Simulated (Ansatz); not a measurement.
One change: `C=C` becomes `BC=C`.

Ansatz, PBE0-D4/def2-TZVP geometries, multiplicity 1. 

```csv
property,`C=C`
zero-point energy (PBE0-D4/def2-TZVP) / kJ/mol,134.2
size of the dipole moment (PBE/def2-TZVPP) / D,0.00
vertical ionisation energy (CCSD(T)/CBS(def2)) / eV,10.78
LUMO energy (PBE0/def2-TZVPP) / eV,0.13
size of the dipole moment (B3LYP/def2-TZVPP) / D,0.00
HOMO energy (PBE0/def2-TZVPP) / eV,-7.91
```

Q: What does the change do to each property? (Estimate.)

A: Ansatz gave: 
```tsv
property	`BC=C`	shift
zero-point energy (PBE0-D4/def2-TZVP) / kJ/mol	164.6	30.4
size of the dipole moment (PBE/def2-TZVPP) / D	1.42	1.42
vertical ionisation energy (CCSD(T)/CBS(def2)) / eV	11.07	0.29
LUMO energy (PBE0/def2-TZVPP) / eV	-2.09	-2.22
size of the dipole moment (B3LYP/def2-TZVPP) / D	1.34	1.34
HOMO energy (PBE0/def2-TZVPP) / eV	-8.51	-0.60
```

With PBE0 the HOMO falls by 0.60 eV and the LUMO falls by 2.22 eV, so the gap narrows by about 1.62 eV. PBE moves the HOMO by -0.72 eV and ωB97M-V by -0.52 eV. The zero-point energy changes by 30.4 kJ/mol with +6 modes.

B3LYP here is the variant with VWN-RPA as its local correlation; programs differ in this.
